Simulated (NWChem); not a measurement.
System: NO cation

The following NWChem deck was run.

```
start job
memory heap 200 mb stack 900 mb global 1100 mb
charge 1
geometry units angstroms noautosym nocenter noautoz
  N      0.000000     0.000000    -0.571443
  O      0.000000     0.000000     0.501306
end
basis spherical
  * library cc-pvdz
end
dft
  xc pbe0
  iterations 150
end
property
  shielding
end
task dft property
```

Coordinates come from a B3LYP/6-31G* (spherical d) optimisation.

GIAO values for the isolated, static molecule; σ is the absolute isotropic shielding.

Atoms are numbered as in the input.

Problem. Predict the main results of this run. (PBE0/cc-pVDZ, GIAO.) Quantities: basis functions; σ N1 (ppm); σ O2 (ppm).

Solution. 
```
Property                   Result
-------------------------  ------
number of basis functions      28
σ N1 (ppm)                 -135.0
σ O2 (ppm)                 -172.3
```
